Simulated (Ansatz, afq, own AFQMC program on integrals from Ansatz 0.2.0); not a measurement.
# SiHCl, triplet: AFQMC among the cluster methods

```xyz
3

Cl    0.0000    0.0000   -1.5383
H     0.0000    0.0000   -0.0353
Si    0.0000    0.0000    1.5737
```

Connectivity, by distances: Cl ··· Si, 1 bridging H.

Basis cc-pVTZ. Only valence electrons are correlated. Ansatz 0.2.0 and our own AFQMC program on the same integrals; the CISD trial comes from CCSD amplitudes, and released means the phaseless constraint is let go. ± is one standard error of the sampling.

Determinant: UHF, the one that the program's search chose, which needn't be the lowest solution. The geometry is a point of a scan.

No full CI on the walks' own integrals is used here; CCSDT(Q) serves as the reference and is uncertain by about the last step of the cluster series.

Cautions: lower spins were not checked; the released energies move by 1.5 errors or more from one time to the next, so no released level is given (meV from the phaseless value at times in 1/Eh: -1 ± 4 at 0.24, -18 ± 9 at 0.51, -7 ± 4 at 0.99, -2 ± 5 at 1.62, -13 ± 6 at 2.40), though the last usable value meets CCSDT(Q) within the noise.

- T1 diagnostic: 0.0154
- weight of the determinant in the CISD state: 0.854
- ⟨S²⟩ of the determinant: 2.035
- size of the correlated space: 12 electrons in 72 orbitals

```tsv
level	correlation energy (eV)
MP2	-7.4487
CCSD	-8.4306
CCSD(T)	-8.7814
```

(1) Estimate where phaseless AFQMC with a CISD trial lies against CCSD(T) on the same integrals.

(1) 1.67 ± 0.20 mEh below CCSD(T).

Reference: CCSDT(Q), correlation energy -8.838 eV.

| level | E − E(reference) (mEh) | share of correlation (%) |
| --- | --- | --- |
| CCSD(T) | 2.09 | 99.36 |
| CCSDT | 0.67 | 99.79 |
| ph-AFQMC/CISD | 0.42 ± 0.20 | 99.87 |

A walk keeps the symmetry of its determinant, which the program's search chose and which needn't be the lowest solution, so a lower state of the same spin and another symmetry isn't excluded.
